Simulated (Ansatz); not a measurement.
**Ge2Cl⁺, triplet: reading a ladder of total energies**

Geometry: that of the Ge2Cl, doublet, kept fixed.

```tsv
atom	x (Å)	y (Å)	z (Å)
Cl	0.0000	-1.6598	0.0000
Ge	0.0000	0.4051	1.2170
Ge	0.0000	0.4051	-1.2170
```

Basis cc-pVDZ; Ansatz 0.2.0. Only valence electrons are correlated (noble-gas cores and the filled d shells of p-block atoms frozen), which leaves 14 electrons in 39 orbitals. Prefix R: restricted or restricted open-shell reference; prefix U: unrestricted. No spin–orbit coupling is included, and no scalar relativity.

Full CI isn't at hand for all of this; UCCSDT(Q) serves as the reference, and is uncertain by the last step of the cluster series or more.

UCCSD has a T1 diagnostic of 0.023 and a largest doubles amplitude of 0.07.

Runs differ by some tens of microhartree through their thresholds and, for an open shell, their frozen cores, so steps under 0.03 kcal/mol mean nothing.

Here the R and U totals at CCSDT(Q) differ by 0.25 kcal/mol, a measure of how far such totals hang on the determinant and its frozen core.

```
    level  total energy (hartree)
      UHF            -4609.921351
     UMP2            -4610.172915
    UCCSD            -4610.207430
 UCCSD(T)            -4610.219079
   UCCSDT            -4610.220795
UCCSDT(Q)            -4610.221860
```

Task: What is the correlation energy at UCCSDT(Q), and what share of it do UMP2 and UCCSD(T) recover?

Result: E(corr) = -4610.221860 − (-4609.921351) = -0.300509 hartree = -8.177 eV. UMP2: -0.251564 / -0.300509 = 83.71 %. UCCSD(T): -0.297728 / -0.300509 = 99.07 %.

Task: By how many kcal/mol does UCCSD(T) miss UCCSDT(Q) (1 hartree = 627.509 kcal/mol), and which steps make up the rest?

Result: -4610.219079 − (-4610.221860) = 0.002781 hartree = 1.75 kcal/mol. Steps: UCCSDT − UCCSD(T) = -1.08, UCCSDT(Q) − UCCSDT = -0.67 kcal/mol. Differences between like states or geometries often cancel part of this.
